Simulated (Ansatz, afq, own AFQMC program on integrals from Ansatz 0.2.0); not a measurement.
SiH$_{4}$, triplet: AFQMC among the cluster methods

```
atom    x (Å)    y (Å)    z (Å)
  Si   0.0000   0.0000   0.0000
   H  -0.0115   1.0851   1.0776
   H  -0.0165  -1.0776   1.0850
   H   0.0165   1.0776  -1.0850
   H   0.0115  -1.0851  -1.0776
```

Basis cc-pVDZ. Only valence electrons are correlated. Integrals, coupled cluster, full CI and functionals: Ansatz 0.2.0; the random walks run on the same integrals in our own AFQMC program. The CISD trial takes its coefficients from CCSD amplitudes. Released means that phaseless walkers are propagated on without the constraint, phases kept. Free projection: walkers drawn from exp(T), propagated without any constraint. Its projection time is finite, and what remains of the start isn't in its error. ± is one standard error of the sampling.

Determinant: UHF, the one that the program's search chose, which needn't be the lowest solution. The geometry is a PBE0/def2-TZVP stationary point of this or a neighbouring charge and spin state.

No full CI on the walks' own integrals is used here; CCSDT(Q) serves as the reference and is uncertain by about the last step of the cluster series.

Cautions: lower spins were not checked.

The T1 diagnostic is 0.0128. The weight of the determinant in the CISD state is 0.901 and the ⟨S²⟩ of the determinant is 2.023. The size of the correlated space is 8 electrons in 33 orbitals.

Reference: CCSDT(Q), correlation energy -4.316 eV. The released energy is read at 2.40 1/Eh (meV from the phaseless value at times in 1/Eh: -9 ± 9 at 0.24, -3 ± 7 at 0.51, -4 ± 7 at 0.99, -14 ± 8 at 1.62, -14 ± 9 at 2.40).

| level | E − E(reference) (mEh) | share of correlation (%) |
| --- | --- | --- |
| HF | 158.61 | 0.00 |
| MP2 | 37.72 | 76.22 |
| CCSD | 5.36 | 96.62 |
| CCSD(T) | 1.24 | 99.22 |
| CCSDT | 0.16 | 99.90 |
| ph-AFQMC/HF | 3.90 ± 1.42 | 97.54 |
| ph-AFQMC/CISD | 0.18 ± 0.30 | 99.89 |
| released AFQMC | -0.33 ± 0.34 | 100.21 |
| free AFQMC | -0.09 ± 0.36 | 100.05 |

Free projections are given only where their last times agree within the noise and don't stop above the reference; a slow remainder of the start can still hide under it. A walk keeps the symmetry of its determinant, which the program's search chose and which needn't be the lowest solution, so a lower state of the same spin and another symmetry isn't excluded. Released energies are given only where the last usable release times agree within the noise; a slower fall can still hide under it.
